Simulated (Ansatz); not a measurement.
The crystal of CuNi₃S₈ (R-3), relaxed at this level, has 14.36 Å³/atom and no gap on the mesh:

```cif
data_structure
_symmetry_space_group_name_H-M 'R-3:H'
_symmetry_Int_Tables_number 148
_cell_length_a 7.8938
_cell_length_b 7.8938
_cell_length_c 9.5812
_cell_angle_alpha 90.000
_cell_angle_beta 90.000
_cell_angle_gamma 120.000
_cell_volume 517.04
loop_
_atom_site_label
_atom_site_type_symbol
_atom_site_symmetry_multiplicity
_atom_site_Wyckoff_symbol
_atom_site_fract_x
_atom_site_fract_y
_atom_site_fract_z
_atom_site_occupancy
Cu1 Cu 3 a 0.00000 0.00000 0.00000 1
Ni1 Ni 9 e 0.16667 0.33333 0.33333 1
S1 S 6 c 0.00000 0.00000 0.39116 1
S2 S 18 f 0.35543 0.93429 0.53228 1
```

From a supercell of 24 atoms with 2 Cu sites, Cu atoms were taken out at random (neutral cells). Vacancies this close interact, so the results aren't those of isolated ones. Each cell was relaxed without symmetry on coarser meshes and computed once more; the crystal stands on its own mesh of 6×6×6. Theory: DFT PBEsol, scalar-relativistic, plane waves, PAW (Ansatz).

Settings: cutoff 420 eV, Γ-centred mesh 5×5×5 on the computed 23-atom cell, Gaussian smearing of 0.10 eV; no spin polarisation. Other cells take the settings in the table.

The relaxation ran on 2×2×2 (shifted) k points with a smearing of 0.1 eV, from sites shaken by 0.02 Å.

Q: What do the vacancies cost, and what do they do to volume and gap?

A: One draw a row:

```tsv
atoms removed	energy a vacancy, Cu at its standard state (eV)	cell volume / perfect	gap on mesh (eV)	k mesh	P (GPa)	largest force (eV/Å)
1	0.59	0.985	0.00	5×5×5	0.1	0.05
1	0.59	0.986	0.00	4×5×5	0.0	0.06
1	0.59	0.986	0.00	4×5×5	0.0	0.06
```

Spin polarisation was left out, and a magnetic state may lie lower.

Cost: 6 runs of about 13 core-minutes in all (earlier runs that led there not counted), on AMD EPYC 9R45 (Zen 5) (shared hosts).